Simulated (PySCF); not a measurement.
Compound: C5H7F.
Atom-mapped SMILES: `[CH3:1][C@@:2]12[CH2:3][C@@H:4]1[C@H:5]2[F:6]` (hydrogens: H7, H8, H9 on C1; H10, H11 on C3; H12 on C4; H13 on C5)

The calculation used PBE0-D3(BJ)/def2-SVP geometry optimisation, gas phase in PySCF 2.14.0.

(1) List the bond lengths, angles and torsions at this level.

Results:

(1) 
| bond | length (pm) | order |
| --- | --- | --- |
| C1–C2 | 148.7 | single |
| C2–C3 | 148.9 | single |
| C3–C4 | 149.0 | single |
| C4–C5 | 148.2 | single |
| C5–F6 | 135.8 | single |
| C2–C4 | 149.1 | single |
| C2–C5 | 148.6 | single |
| C1–H7, C1–H8, C1–H9 | 110.1 | single |
| C3–H10 | 110.1 | single |
| C3–H11 | 109.6 | single |
| C4–H12 | 108.9 | single |
| C5–H13 | 110.2 | single |

Bonds in one row agree within 1 pm and their mean is given. Orders are formal, as drawn. A selection of angles:
| angle | degrees |
| --- | --- |
| C2–C1–H7 | 110.0 |
| C2–C1–H8 | 111.3 |
| H7–C1–H8 | 108.0 |
| C1–C2–C3 | 132.8 |
| C1–C2–C4 | 134.9 |
| C1–C2–C5 | 129.7 |
| C3–C2–C4 | 60.0 |
| C3–C2–C5 | 97.2 |
| C4–C2–C5 | 59.7 |
| C2–C3–C4 | 60.1 |
| C2–C3–H10 | 120.9 |
| C2–C3–H11 | 115.4 |
| C4–C3–H10 | 120.3 |
| C4–C3–H11 | 116.1 |
| H10–C3–H11 | 113.9 |
| C3–C4–C5 | 97.3 |
| C3–C4–H12 | 132.1 |
| C5–C4–H12 | 129.9 |
| C2–C4–C3 | 59.9 |
| C2–C4–C5 | 60.0 |
| C2–C4–H12 | 132.8 |
| C4–C5–F6 | 116.0 |
| C4–C5–H13 | 122.8 |
| F6–C5–H13 | 110.9 |
| C2–C5–C4 | 60.3 |
| C2–C5–F6 | 115.2 |
| C2–C5–H13 | 123.3 |

Torsions: C1–C2–C3–C4 125° (anticlinal); C2–C3–C4–C5 49° (synclinal); C3–C4–C5–F6 -154° (antiperiplanar); C1–C2–C4–C3 -122° (anticlinal); C1–C2–C5–C4 -125° (anticlinal).

The 3-membered ring C2–C4–C5 has internal angles of 59.7° to 60.3°. Of the pairs four or more bonds apart, F6···H7 is among the closest relative to their van der Waals radii: 2.66 Å, 100 % of the sum of Bondi's values. The 3-membered ring C2–C3–C4 has internal angles of 59.9° to 60.1°.

Point group: C1 (no symmetry element, even within 0.4 Å). Stationary, but not proved a minimum.
